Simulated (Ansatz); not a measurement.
This Ansatz (a quantum-chemistry and plane-wave program) input (PBE0/def2-SV(P)) gives -138.81209 Eh with 32 basis functions. A basis named .json is the Basis Set Exchange file of that set (core-valence sets with the plain set on hydrogen).

Ansatz 0.2 input:
```yaml
crystal:
  periodic: [false, false, false]
  atoms:
    - {symbol: C, position_ang: [-0.01056978, 0.49778310, 0.42770843]}
    - {symbol: F, position_ang: [0.01210757, -0.48553006, -0.48251610]}
    - {symbol: H, position_ang: [-0.98026178, 0.69384468, 0.86184822]}
    - {symbol: H, position_ang: [0.93471233, 0.68922727, 0.91454611]}
basis:
  gaussian:
    orbitals: def2-SV_P_.json
hamiltonian:
  xc: {name: PBE0}
magnetization: {spin_polarized: true, initial_magnetization: 1}
```

Change:
```diff
- orbitals: def2-SV_P_.json
+ orbitals: cc-pV5Z
```

What does the run give now?

-138.99611 Eh (PBE0/cc-pV5Z, 292 functions), a change of -184.02 mEh.
